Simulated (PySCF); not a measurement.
# Functional benchmark on one molecule

Molecule: SMILES CCCCl, C3H7Cl.

Atom-mapped SMILES (the numbers label the heavy atoms): `[CH3:1][CH2:2][CH2:3][Cl:4]` (H(Xn): hydrogen on atom n).

Geometry PBE0-D3(BJ)/def2-SVP throughout; GIAO in PySCF 2.14, gas phase, one conformer, non-relativistic; equivalent atoms averaged; basis pcSseg-2.

Reference values (measured; solution, not stated per compound (mostly CDCl3 or CCl4); Pretsch, Buehlmann, Badertscher, Structure Determination of Organic Compounds, 4th ed. (2009)): δ(C3) = 46.8 ppm, δ(C2) = 26.3 ppm, δ(C1) = 11.6 ppm, δ(H(C3)) = 3.47 ppm, δ(H(C2)) = 1.81 ppm, δ(H(C1)) = 1.06 ppm. Computed shifts are taken against TMS, calculated as an isolated molecule at each level.

Problem. How do the functionals HF, LDA, PBE, BLYP, BP86, OPBE, KT2, KT3, B97-D, B3LYP, PBE0, mPW1PW91, WP04, B97-2, BHandHLYP, CAM-B3LYP, wB97X-D, LC-wPBE perform against the reference? Times are CPU seconds on shared hosts with different chips, so compare them loosely; the GGAs took longer than the global hybrids here, which isn't the general rule, and the cause wasn't traced.

Solution. 
```tsv
functional	kind	C3	C2	C1	H(C3)	H(C2)	H(C1)	mean abs. error C	mean abs. error H	core-s
HF	Hartree–Fock	48.5	27.2	13.3	3.32	1.52	1.14	1.4	0.17	9
LDA	LDA	56.7	30.9	11.4	3.69	1.76	1.06	4.9	0.09	21
PBE	GGA	56.0	31.7	13.1	3.65	1.74	1.09	5.4	0.09	26
BLYP	GGA	57.4	33.2	13.8	3.67	1.75	1.14	6.6	0.11	26
BP86	GGA	56.1	31.6	13.2	3.64	1.73	1.09	5.4	0.09	26
OPBE	GGA	54.4	30.3	13.4	3.61	1.73	1.05	4.5	0.08	30
KT2	GGA	54.8	31.8	12.9	3.69	1.76	1.09	4.9	0.10	28
KT3	GGA	54.9	32.0	13.8	3.66	1.76	1.11	5.3	0.10	29
B97-D	GGA	56.4	32.1	14.0	3.66	1.75	1.13	5.9	0.11	26
B3LYP	global hybrid	55.4	31.5	13.5	3.57	1.69	1.13	5.2	0.10	19
PBE0	global hybrid	53.7	29.9	12.9	3.52	1.66	1.08	3.9	0.07	17
mPW1PW91	global hybrid	53.9	30.0	13.1	3.51	1.66	1.08	4.1	0.07	17
WP04	global hybrid	57.7	31.8	14.9	3.45	1.63	1.10	6.6	0.08	23
B97-2	global hybrid	54.1	30.2	13.4	3.54	1.67	1.10	4.3	0.08	23
BHandHLYP	global hybrid	52.8	29.7	13.2	3.46	1.62	1.13	3.7	0.09	22
CAM-B3LYP	range-separated hybrid	53.4	30.2	12.8	3.49	1.66	1.13	3.9	0.08	29
wB97X-D	range-separated hybrid	53.1	29.6	13.1	3.45	1.62	1.09	3.7	0.08	29
LC-wPBE	range-separated hybrid	50.3	27.5	12.3	3.33	1.57	1.07	1.8	0.13	39
```

For ¹³C the closest is HF (1.4 ppm) and the furthest WP04 (6.6 ppm).

For ¹H the closest is mPW1PW91 (0.07 ppm, with PBE0, OPBE, CAM-B3LYP, wB97X-D, WP04, B97-2, LDA, BHandHLYP, PBE, BP86, B3LYP, KT3 practically level) and the furthest HF (0.17 ppm). One molecule is a small sample, and vibrational and solvent effects are absent from the calculation.
